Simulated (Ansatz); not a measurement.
Working through a polarisability from point charges of BF

Computed with Ansatz's Python interface.

Typed at the interpreter:
```pycon
>>> import warnings
>>> import ansatz
>>> import numpy as np
>>> config = {
...     "basis": "aug-cc-pVDZ",
...     "functional": "B3LYP",
... }
>>> warnings.simplefilter("ignore", ansatz.DeckWarning)
>>> geometry_ang = [
...     ("B", [0.0, 0.0, 0.0]),
...     ("F", [0.0, 0.0, 1.43]),
... ]
>>> bf = ansatz.Crystal.molecule()
>>> for symbol, xyz in geometry_ang:
...     bf = bf.atom(symbol, xyz)
...
>>> model = bf.calculation().basis(gaussian=config["basis"]).functional(config["functional"]).forces()
>>> # charges +q and -q at -R and +R make a nearly even field 2 k q / R^2 at the centre
>>> centre = np.mean([site.position_ang for site in bf.cartesian_sites], axis=0)
>>> field = 2 * 14.399645 * 3.0 / 40.0 ** 2
>>> def dipole(axis, sign):
...     arm = 40.0 * np.eye(3)[axis]
...     pair = [{"charge": sign * 3.0, "position_ang": (centre - arm).tolist()}, {"charge": -sign * 3.0, "position_ang": (centre + arm).tolist()}]
...     deck = model.input().set(ansatz.key.basis.gaussian.point_charges, pair)
...     return np.array(ansatz.Session.from_dict(deck).plan().execute().report["charge_distribution"]["dipole_moment_e_ang"])
...
>>> print(f"field {field:.4f} V/A")
field 0.0540 V/A
>>> alpha = np.array([(dipole(axis, 1) - dipole(axis, -1)) / (2 * field) * 14.399645 for axis in range(3)])
>>> print("polarisability tensor (A^3)")
polarisability tensor (A^3)
>>> print(np.array2string(alpha, precision=3, suppress_small=True))
[[ 2.967  0.     0.   ]
 [ 0.     2.967 -0.   ]
 [ 0.     0.     3.115]]
>>> print(f"mean {np.trace(alpha) / 3:.3f} A^3 = {np.trace(alpha) / 3 / 0.14818471:.2f} bohr^3")
mean 3.016 A^3 = 20.35 bohr^3
```

Notes:
- The geometry is a force-field or estimated start, not a minimum of this method, and the basis set is short of its limit. The field of two point charges is only nearly even.
- b3lyp holds the VWN-RPA fit, as in Gaussian; the form of ORCA and Turbomole is b3lyp5.
- The spin state was assumed, and another may lie lower.
- Wall time of the script: 3.1 s on 1 thread of Arm Neoverse V2 (shared host), peak memory 0.15 GiB.
